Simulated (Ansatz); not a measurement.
The input, for Ansatz 0.2.0:

```yaml
crystal:
  periodic: [false, false, false]
  atoms:
    - {symbol: S, position_ang: [0.000000, 0.000000, 0.000000]}
    - {symbol: Mg, position_ang: [0.000000, 0.000000, 2.340400]}
basis:
  gaussian: {orbitals: 6-31G}
total_charge: 1
magnetization: {spin_polarized: false, initial_magnetization: 3}
correlation: {method: ccsdt, electrons: valence}
accuracy: high
scf: {lower_state_search: light}
output: {forces: true}
```

```sh
$ ansatz run in.yaml --threads 1 --pin off --events-out ev --progress --plain --max-ram 2393MiB
```

Roughly how long does this take on 1 thread of Arm Neoverse V2, shared host, and how much host memory?

17 s wall and 0.27 GiB.

```
515 factors; integrals over basis functions are off by at most 3.1e-9 eV
mean field evaluation 1: about -16239.7007 eV, gradient 6.5e0 eV
mean field evaluation 2: about -16239.7176 eV, gradient 6.5e0 eV
mean field evaluation 4: about -16240.1537 eV, gradient 6.2e-1 eV
mean field evaluation 8: about -16240.1621 eV, gradient 4.8e-4 eV
mean field evaluation 16: about -16240.1378 eV, gradient 1.1e-1 eV
mean field evaluation 32: about -16240.0795 eV, gradient 2.2e0 eV
mean field evaluation 64: about -16239.1265 eV, gradient 1.4e-3 eV
mean field evaluation 96: about -16240.1620 eV, gradient 5.9e-2 eV
mean field evaluation 128: about -16239.1077 eV, gradient 9.6e-2 eV
mean field -16240.16213106 eV, -596.8149503392 hartree, gradient 5.6e-8 eV, S^2 3.750000; 6 other end points of the search recorded, 0 dependent functions left out
mean field evaluation 160: about -16239.1439 eV, gradient 2.4e-2 eV
determinant -16240.16213106 eV, -596.8149503392 hartree, with singles and doubles -16241.06233524 eV, -596.8480322326 hartree
determinant -16239.12652629 eV, -596.7768925659 hartree, with singles and doubles -16239.95709169 eV, -596.8074152812 hartree
determinant -16236.87526838 eV, -596.6941603638 hartree, with singles and doubles -16237.78435554 eV, -596.7275687006 hartree
6 core orbitals not correlated: weight in the atoms' cores, before any rotation towards them, 1.000 or more for the frozen orbitals, at most 0.000 for the correlated occupied ones
reference -16240.16213106 eV, -596.8149503392 hartree; 9, 6 occupied and 11, 14 virtual orbitals, 515 factors
second order -0.66535831 eV of doubles, -0.02681884 eV of singles
...
cycle  14  -0.91962725 eV  change    5.0e-8 eV  update   5.2e-7
cycle  15  -0.91962720 eV  change    4.1e-8 eV  update   2.3e-7
cycle  16  -0.91962713 eV  change    7.2e-8 eV  update   9.8e-8
cycle  17  -0.91962710 eV  change    3.7e-8 eV  update   4.4e-8
cycle  18  -0.91962709 eV  change    8.0e-9 eV  update   2.1e-8
cycle  19  -0.91962708 eV  change    4.7e-9 eV  update   1.0e-8
cycle  20  -0.91962708 eV  change   7.2e-10 eV  update   9.1e-9
cycle  21  -0.91962708 eV  change    1.7e-9 eV  update   4.5e-9
cycle  22  -0.91962708 eV  change   5.3e-10 eV  update   2.0e-9
cycle  23  -0.91962708 eV  change   3.5e-10 eV  update  9.5e-10
the calculation of the forces begins
Total energy: -16241.08175814 eV, -596.8487460110 hartree
Atom 0 at     0.000000     0.000000     0.000000 Å, force     0.000000     0.000000    -3.012963 eV/Å
Atom 1 at     0.000000     0.000000     2.340400 Å, force    -0.000000    -0.000000     3.012963 eV/Å
Dipole moment:    -0.000000    -0.000000     0.460846 e Å
```

Forces (eV/Å):
```
S    0.000  0.000 -3.013
Mg   0.000  0.000  3.013
```
